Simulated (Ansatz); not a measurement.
# Pressure series in Sn

Start from Sn in the diamond structure (space group Fd-3m, No. 227).

Space group Fd-3m, origin choice 1 (No. 227); a = b = c = 6.6558 Å, α = β = γ = 90.00°

```
atom  site  symmetry       x       y       z
----  ----  --------  ------  ------  ------
Sn      8a      -43m  0.0000  0.0000  0.0000
```
(The calculation used a cell of 2 atoms; values per cell refer to that cell.)

Cell and atoms are relaxed at each pressure.

Calculations: PBE (Ansatz, an electronic-structure program), no SOC, earlier PAW set.

```tsv
P (GPa)	V (Å³/atom)
-2.00	39.368
-1.01	38.004
0.30	36.560
0.70	36.179
1.48	35.487
3.00	34.340
4.99	33.094
7.51	31.814
10.01	30.764
```

A third-order Birch–Murnaghan fit to these points gives V₀ = 36.86 Å³/atom, B₀ = 36 GPa and B₀′ = 4.8. At pressure 10 GPa the volume is 83.5 % of V₀.

Measured bulk modulus of Sn: 42.8 GPa (static lattice; corrected from measurement; as listed in Daniel Mejia-Rodriguez, S. B. Trickey, Phys. Rev. B (2018)); the computed value is 17 % below it.

Load acts through the strain it causes; cell and atoms are relaxed under it. Stability against distortions was not tested. Tetrahedral semiconductors of this kind turn to denser phases somewhere between about 1 and 50 GPa; those were not computed, so compressed cells here can lie past the real transition.
